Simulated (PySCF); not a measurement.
Can point charges reproduce the dipole moment of Al(H2S)H3, `[H][Al]([H])([H])<-[SH2]`?

Coordinates (PBE0-D3(BJ)/def2-SVP, Å) and charges (e) from the PBE0/pcSseg-1 (pcSseg-2 on Al) density (PySCF):

| atom | x | y | z | Mulliken | IAO | Hirshfeld | ESP-fitted |
| --- | --- | --- | --- | --- | --- | --- | --- |
| Al1 | 0.127 | -0.216 | -1.086 | +0.4312 | +0.3722 | +0.2864 | +0.7060 |
| S2 | 0.141 | -0.236 | 1.488 | -0.1824 | +0.0113 | +0.1057 | -0.2098 |
| H3 | 0.523 | 1.046 | 1.691 | +0.1875 | +0.1294 | +0.0953 | +0.2036 |
| H4 | -1.166 | 0.046 | 1.692 | +0.1875 | +0.1293 | +0.0953 | +0.2035 |
| H5 | 1.717 | -0.198 | -1.246 | -0.2061 | -0.2119 | -0.1929 | -0.2872 |
| H6 | -0.675 | 1.154 | -1.294 | -0.2116 | -0.2185 | -0.1972 | -0.3286 |
| H7 | -0.666 | -1.595 | -1.245 | -0.2061 | -0.2118 | -0.1927 | -0.2875 |

Task: Compute μ = Σ q r for each scheme (1 e·Å = 4.803 D) and compare with the dipole of the full density.

Result: The full density gives (-0.74, 1.25, 3.56) D, 3.85 D in size; dipole vectors point from the negative to the positive end.

| scheme | μx | μy | μz | size (D) | share of the full size (%) | angle to the full dipole (°) |
| --- | --- | --- | --- | --- | --- | --- |
| Mulliken | -0.79 | 1.34 | 3.27 | 3.63 | 94 | 3 |
| IAO | -0.53 | 0.89 | 4.13 | 4.26 | 111 | 8 |
| Hirshfeld | -0.38 | 0.65 | 4.34 | 4.41 | 115 | 12 |
| ESP-fitted | -0.72 | 1.23 | 3.61 | 3.88 | 101 | 1 |

Task: Which set comes closest?

Result: Length of the difference vector: ESP-fitted 0.06 D, Mulliken 0.30 D, IAO 0.71 D, Hirshfeld 1.05 D. Closest: ESP-fitted. The schemes that divide the density aren't constrained to reproduce the dipole.

Task: What is left for the Hirshfeld atoms' own dipoles?

Result: The shares of the density sum to the whole, so what Σ q r misses lies in dipoles about the nuclei. The atomic dipoles sum to (-0.74, 1.25, 3.56) − (-0.38, 0.65, 4.34) = (-0.36, 0.60, -0.78) D, 1.05 D in size.

Task: With the origin at the mean of the coordinates, (0.000, 0.000, 0.000) Å, which are the largest single terms, by size, of the Hirshfeld dipole along the direction of the full one?

Result: Al1 -1.51, H5 +1.44, H7 +1.43, H4 +0.83, H3 +0.83 D; all 7 atoms together +4.30 D. The single terms depend on the origin, their sum doesn't.

Task: Give the size of the full dipole in other units.

Result: 3.85 D = 1.514 au = 0.801 e·Å = 12.83 × 10⁻³⁰ C·m.

Isolated species at its PBE0-D3(BJ)/def2-SVP geometry, gas phase.

The run behind these numbers computed NMR shieldings as well. The run took 3.0 s on an x86-64 server with one thread, on a shared host.
